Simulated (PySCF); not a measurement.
Fill in the blanks.

Compound: hydroxide, HO (charge -1).
SMILES: `[OH-]`

```tsv
property	level	value
point group of the GFN2-xTB geometry	GFN2-xTB	C∞v
rotational constant B (linear) of the GFN2-xTB geometry	GFN2-xTB	?
HOMO energy	PBE0/pcSseg-1	?
LUMO energy	PBE0/pcSseg-1	?
1H chemical shifts (computed TMS as zero) by class	GIAO PBE0/pcSseg-1	-7.13 (1 H) ppm
isotropic shieldings of nuclei other than C and H, by class	GIAO PBE0/pcSseg-1	?
largest of the computed one-bond spin–spin couplings (means over like bonds)	B3LYP/pcJ-1	?
core binding energies	ΔSCF SCAN, pcX-2 on the ionised atom, pcseg-1 elsewhere, spin-free X2C	?
```

Gas-phase values; electronic properties from PySCF, density fitting. Geometry: GFN2-xTB; no solvent, vibrations or thermal averaging. The HOMO energy is positive, so at this level the finite basis confines the outermost electrons. No diffuse functions stand in pcJ-1 and pcSseg-1, which bears on an anion's orbital energies.

Problem. What is the LUMO energy?

Solution. 9.64 eV.

Problem. The HOMO energy?

Solution. 3.38 eV.

Problem. Give the rotational constant B (linear) of the GFN2-xTB geometry.

Solution. 556.341 GHz.

Problem. The isotropic shieldings of nuclei other than C and H, by class?

Solution. 339 (1 O) ppm.

Problem. What are the largest of the computed one-bond spin–spin couplings (means over like bonds)?

Solution. 17O–1H -50.1 Hz.

Problem. What are the core binding energies?

Solution. O1s 527.3 eV.

For a rigid linear rotor the levels are B·J(J + 1), so J = 1 lies 2B = 1112.68 GHz above J = 0.
